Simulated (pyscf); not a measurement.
# Four-centre exchange: H₃C–ZnH + HF → CH₄ + F–ZnH

Gas phase, singlet surface, charge 0. Bonds broken: C1–Zn2, F7–H8. Bonds formed: C1–H8, Zn2–F7. Single points on ωB97X-D3(BJ)/def2-SVP structures (PySCF, gas phase). Correlated levels are frozen-core, on RHF or UHF. ΔMP2 is the change of the MP2 total energy from the triple- to the quadruple-zeta basis.

Transition state (Å):

```xyz
8

C     -1.1212    -0.6429    -0.0432
Zn    -0.3637     1.3384     0.2559
H     -0.8065    -1.5928    -0.5106
H     -2.0713    -0.3769    -0.5378
H     -1.3340    -0.8941     1.0102
H     -0.5941     2.7428     0.8322
F      1.1034     0.3924    -0.7563
H      0.1710    -0.2373    -0.5223
```

One imaginary mode, 1028i cm⁻¹; descent along it reached the two sides named.

```
bond    change  reactant side (Å)  saddle  product side
------  ------  -----------------  ------  ------------
C1–Zn2  breaks              1.979   2.142           3.0
F7–H8   breaks              0.935   1.149         2.279
C1–H8    forms              2.250   1.437         1.101
Zn2–F7   forms              2.370   2.018         1.758
```

Electronic energies relative to the separated reactants (kJ/mol):

```csv
level,barrier,reaction energy,reverse barrier
ωB97X-D3(BJ)/def2-TZVP,31.1,-111.9,143.0
PBE/def2-TZVP,20.5,-110.5,131.1
r²SCAN/def2-TZVP,14.4,-118.0,132.4
B3LYP-D3(BJ)/def2-TZVP,33.3,-116.8,150.1
PBE0-D3(BJ)/def2-TZVP,25.5,-106.2,131.7
M06-2X/def2-TZVP,20.5,-113.5,134.0
ωB97M-D3(BJ)/def2-TZVP,33.5,-111.1,144.6
HF/def2-TZVP,74.7,-132.8,207.5
MP2/def2-QZVPP,41.2,-95.9,137.1
CCSD/def2-TZVPP,47.6,-107.1,154.7
CCSD(T)/def2-TZVPP,40.7,-103.6,144.3
CCSD(T)/def2-TZVPP + ΔMP2(QZVPP),36.8,-101.5,138.3
```

With CCSD(T)/def2-TZVPP + ΔMP2(QZVPP) energies and thermal terms (ideal gas, 1 atm, RRHO with modes under 100 cm⁻¹ raised to 100, one conformer, R ln 2 for chiral ones without a mode under 150 cm⁻¹), in kJ/mol:

```
T (K)   ΔH‡    ΔG‡      ΔH     ΔG
-----  ----  -----  ------  -----
298    29.8   66.3   -96.5  -94.3
600    29.1  103.7   -99.1  -91.0
900    30.3  140.7  -100.8  -86.5
1200   32.2  177.3  -101.8  -81.6
```

One saddle was located; it need not be the lowest between these sides. The CCSD(T) − MP2 part came from Ansatz, without density fitting, on the same reference. The frozen core leaves the outer d or s,p core shells of the metals and heavy elements correlated in the MP2 and CC values, and def2-TZVPP describes them poorly, which can shift differences by a few kcal/mol. Elements up to Kr have no core potential and no relativistic terms here.
